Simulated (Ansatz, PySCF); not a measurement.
This Ansatz (a quantum-chemistry and plane-wave program) input computes a PBE/def2-TZVPD energy:

Ansatz 0.2 input:
```yaml
crystal:
  periodic: [false, false, false]
  atoms:
    - {symbol: Li, position_ang: [-0.00000000, -0.00000000, -1.22205568]}
    - {symbol: F, position_ang: [0.00000000, 0.00000000, 0.40735189]}
basis:
  gaussian:
    orbitals: def2-TZVPD
hamiltonian:
  xc: {name: PBE}
total_charge: -1
magnetization: {spin_polarized: true, initial_magnetization: 1}
output: {forces: true}
```

Task: Write an input for the same energy in PySCF and say what it gives.

Result: 
```python
from pyscf import gto, scf, dft

mol = gto.M(
    atom='''
    Li   -0.00000000   -0.00000000   -1.22205568
    F     0.00000000    0.00000000    0.40735189
    ''',
    basis='def2-tzvpd',
    charge=-1,
    spin=1,
    symmetry='C2v',
    verbose=4,
)

mf = dft.UKS(mol, xc='pbe').density_fit(auxbasis='def2-universal-jkfit')
mf.grids.level = 3
mf.conv_tol = 1e-9
mf.max_cycle = 100
mf.max_memory = 1500
mf.kernel()
if not mf.converged:
    mf = mf.newton()
    mf.kernel(mf.make_rdm1())
mf.analyze()
```
It gives -107.36488 Eh, and Ansatz -107.36469 Eh, a difference of 0.19 mEh, from the treatment of integrals and grids.
